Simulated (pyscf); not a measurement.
## Hydrogen abstraction: :N–F [triplet] + H₂ -> •HN–F + H•

Gas phase, triplet surface, charge 0. Bonds broken: H3–H4. Bonds formed: N1–H3. Structures and frequencies: ωB97X-D3(BJ)/def2-SVP in PySCF.

Transition state (Å):

```xyz
4

N     -0.3358    -0.5614     0.2937
F     -0.9441     0.0883     1.2906
H     -1.1672    -0.7203    -0.4018
H     -2.2210    -0.8404    -1.1262
```

One imaginary mode, 823i cm⁻¹; descent along it reached the two sides named.

```csv
bond,change,reactant side (Å),saddle,product side
H3–H4,breaks,0.760,1.284,2.9
N1–H3,forms,2.8,1.096,1.040
```

Electronic energies relative to the separated reactants (eV):

```tsv
level	barrier	reaction energy
ωB97X-D3(BJ)/def2-TZVP	1.40	+1.26
PBE/def2-TZVP	1.03	+1.10
r²SCAN/def2-TZVP	1.16	+1.31
B3LYP-D3(BJ)/def2-TZVP	1.25	+1.31
PBE0-D3(BJ)/def2-TZVP	1.19	+1.16
M06-2X/def2-TZVP	1.46	+1.32
ωB97M-D3(BJ)/def2-TZVP	1.36	+1.24
HF/def2-TZVP	1.89	+1.51
```

With ωB97M-D3(BJ)/def2-TZVP energies and thermal terms (ideal gas, 1 atm, RRHO with modes under 100 cm⁻¹ raised to 100, one conformer, R ln 2 for chiral ones without a mode under 150 cm⁻¹), in eV:

```tsv
T (K)	ΔH‡	ΔG‡	ΔH	ΔG
298	1.30	1.58	+1.24	+1.24
600	1.27	1.88	+1.24	+1.24
900	1.26	2.19	+1.24	+1.24
1200	1.26	2.50	+1.25	+1.23
```

At PBE, r²SCAN, B3LYP-D3(BJ) this geometry lies under the product side: in single points on another level's saddle the reverse barrier vanishes, and the forward threshold there is about the reaction energy. •HN–F + H• also meet on a surface of lower spin, which isn't treated here. This is the saddle that the search found; another between the same sides may lie lower. The angle at the transferred H is 174°.
